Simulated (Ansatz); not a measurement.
`NP(N)N`. Charge 0, multiplicity 1. Geometry: relaxed with PBE0-D4/def2-TZVP. It is one conformer, not always the lowest.

```xyz
10

N     1.060   -0.513   -0.986
P     0.393   -0.398    0.565
N    -1.202   -0.794    0.039
N    -0.008    1.198    0.960
H     2.065   -0.505   -1.040
H     0.616   -0.018   -1.749
H    -1.869   -0.721    0.797
H    -1.241   -1.728   -0.348
H    -0.496    1.765    0.278
H     0.682    1.714    1.483
```

What is the dipole moment at r2SCAN/def2-TZVPP? (Estimate.)

Computed: 1.45 D, with components (0.07, 1.11, -0.93) D in this frame, pointing from negative to positive charge.

And with PBE, B3LYP, ωB97M-V? (Best estimate.)

Ansatz gave: PBE 1.37 D, B3LYP 1.33 D, ωB97M-V 1.36 D.

Give the Mulliken charges with r2SCAN, PBE, B3LYP in def2-TZVPP. (Best estimate.)

The calculation gave: 
| atom | r2SCAN | PBE | B3LYP |
| --- | --- | --- | --- |
| N1 | -0.40 | -0.35 | -0.37 |
| P2 | 0.35 | 0.26 | 0.39 |
| N3 | -0.41 | -0.38 | -0.40 |
| N4 | -0.40 | -0.35 | -0.37 |
| H5 | 0.15 | 0.14 | 0.13 |
| H6 | 0.13 | 0.13 | 0.12 |
| H7 | 0.15 | 0.15 | 0.13 |
| H8 | 0.15 | 0.15 | 0.13 |
| H9 | 0.13 | 0.13 | 0.12 |
| H10 | 0.15 | 0.14 | 0.13 |

B3LYP here is the variant with VWN-RPA as its local correlation; programs differ in this.
